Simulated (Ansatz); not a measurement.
Antifluorite Mg2Sn, treated with B3LYP (VWN-RPA form) (plane waves, PAW; Ansatz, a program for electronic structure).

From the output:

```
WARN output.stress: scf.exx.energy_threshold = 1e-6 eV is looser than the 3e-8 eV advised for a stress under a hybrid functional (1e-8 eV for each atom of the …
Crystal: 3 atoms, lattice volume = 78.825 Å³
Basis set: ecut = 460 eV, 1807 PW (Γ), exchange–correlation on 72×72×72 points (8 copies of the dense FFT grid, shifted against one another)
Bands: 21, of which v1, the nominal top of the filled ones, is band 17 counted from 1 (16 counted from 0)
Symmetry: 48 space group operations
Space group: Fm-3m (ITA 225), of the structure as read, at distance tolerance 4.3e-5 Å
k-points: 16 of 216
Functional: x = 0.1 slater + 0.9 b88, c = 0.19 vwn_rpa + 0.81 lyp, warm-up for x = 0.08 slater + 0.72 b88 + 0.2 exact, c = 0.19 vwn_rpa + 0.81 lyp
SCF iter   1: F=—  HF=-9889.451825 eV  |F-HF|=—  |Δ(HF+E_count)|=         —  Δρ=4.25e-3  dr2=9.14e-3
SCF iter   2: F=—  HF=-9889.451482 eV  |F-HF|=—  |Δ(HF+E_count)|=   3.43e-4  Δρ=1.93e-3  dr2=1.69e-3
  ...
SCF 1 converged in 7 iterations: F = -9889.451808 eV  dr2 = 9.59e-11
Crystal: 3 atoms, lattice volume = 78.825 Å³
Initial density: handed on by an earlier stage of this run
Functional: x = 0.08 slater + 0.72 b88 + 0.2 exact, c = 0.19 vwn_rpa + 0.81 lyp
SCF 2 converged in 10 iterations: F = -9893.906035 eV  dr2 = 1.23e-11
Crystal: 3 atoms, lattice volume = 78.825 Å³
SCF 3 converged in 7 iterations: F = -9893.913761 eV  dr2 = 4.24e-11
Crystal: 3 atoms, lattice volume = 78.825 Å³
Crystal: 3 atoms, lattice volume = 78.825 Å³
SCF iter   4: F=—  HF=-9893.918259 eV  |F-HF|=—  |Δ(HF+E_count)|=   1.02e-8  Δρ=4.70e-7  dr2=4.02e-10
SCF iter   5: F=-9893.918259 eV  HF=-9893.918259 eV  |F-HF|=0.00e0  |Δ(HF+E_count)|=  1.02e-10  Δρ=5.65e-8  dr2=5.88e-11
SCF 5 converged in 5 iterations: F = -9893.918259 eV  dr2 = 5.88e-11
Free energy (F): -9893.918259 eV
Internal energy: -9893.918259 eV  (E = F + TS)
E sigma→0 (E₀):  -9893.918259 eV
Fermi energy:    6.953459 eV
--- Stress (GPa, compression-positive) ---
        0.000178       0.000000      -0.000000
        0.000000       0.000178      -0.000000
        0.000000       0.000000       0.000178
  P = ⅓ Tr σ = 0.0002 GPa (0.002 kbar)
```

Q: Write an input file that could have produced this run (the log leaves some choices open).

A: Several could match; the one computed here: 
Ansatz 0.2 input:
```yaml
crystal:
  lattice:
    - [0.0, 3.4031320419, 3.4031320419]
    - [3.4031320419, 0.0, 3.4031320419]
    - [3.4031320419, 3.4031320419, 0.0]
  atoms:
    - { symbol: Mg, position: [0.25, 0.25, 0.25] }
    - { symbol: Mg, position: [0.75, 0.75, 0.75] }
    - { symbol: Sn, position: [0.0, 0.0, 0.0] }
basis:
  ecutwfc: 460
  ecutrho_ratio: 4
  xc_grid: 2
kpoints:
  mp_grid: { grid: [6, 6, 6] }
hamiltonian:
  xc: b3lyp
  dispersion: none
  pseudopotentials: { kind: paw }
scf:
  occupations: { method: fermi_dirac, width: 0.01 }
  convergence: { dr2_threshold: 0.0000000003 }
output:
  forces: true
  stress: true
  eigenvalues: true
```

The PAW data were made under PBE.
